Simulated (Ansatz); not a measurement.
A made-up structure of CH$_{4}$NSi (charge +1), singlet:

```
7
angstrom
C -0.1704 -0.0369 -0.0639
N -1.3171 -0.2805 -0.4963
Si 1.3063 0.2781 0.4925
H -1.4485 -0.7956 -1.3669
H -2.1445 0.0307 0.0124
H 1.9330 1.5310 0.0573
H 1.9098 -0.7122 1.3908
```

It is relaxed with PBE-D4/def2-SVP and then PBE0-D4/def2-TZVP (Ansatz 0.2.0). Atoms count as bonded within 1.22 times the sum of their covalent radii (H–H: 0.88 Å). The end point is not checked to be a true minimum.

(1) Does its bonding change? (Judge from chemistry; the calculation decides.)

Answers

(1) Computed: No: no bond forms or breaks.

Where it ends: The first stage lowers the energy by 0.29 eV in 6 steps. It ends as CH₄NSi ([NH2][C][SiH2]), total charge +1:
C1  (-0.192, -0.041, -0.072)
N2  (-1.343, -0.286, -0.506)
Si3  (1.367, 0.291, 0.515)
H4  (-1.501, -0.801, -1.375)
H5  (-2.187, 0.015, -0.015)
H6  (1.974, 1.550, 0.067)
H7  (1.950, -0.714, 1.412)
(Å)

Labels in which every atom is bracketed show which atoms are joined, not bond orders.

For scale, one of the runs: PBE0-D4/def2-TZVP relaxation, 123 basis functions, launched by `ansatz run in.yaml --threads 2 --pin off --events-out ev --progress --plain --max-ram 4352MiB`. Hardware: 2 CPU threads of an Arm Neoverse V2, shared host. Wall time about 10 s.
